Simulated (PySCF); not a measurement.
C₃H₆O, SMILES CC(C)=O (connectivity only; charge and spin as stated), charge +1, multiplicity 2. Atoms are numbered in the order given.

```xyz
10

C     -1.3199     0.0045    -0.5856
C      0.0000     0.0000     0.1421
C      1.3199    -0.0045    -0.5856
O      0.0000     0.0000     1.3554
H     -1.2559     0.7639    -1.3819
H     -1.4086    -0.9960    -1.0479
H     -2.1596     0.1890     0.0953
H      2.1596    -0.1890     0.0953
H      1.4086     0.9960    -1.0479
H      1.2559    -0.7639    -1.3819
```
Charge +1, spin multiplicity 2.

Geometry: r2SCAN-D4/def2-SVP. The spin state was assumed, not searched.

All values below come from PySCF with SMD-ωB97X/6-31G*.

Solvation free energies are E(SMD) − E(gas) at the gas-phase geometry, for 1 M in both phases.

```
solvent            ΔG(solv) (kcal/mol)  its non-electrostatic (CDS) part
-----------------  -------------------  --------------------------------
water                            -65.2                               3.6
dimethylsulfoxide                -66.0                              -0.7
dichloromethane                  -60.8                              -1.1
```
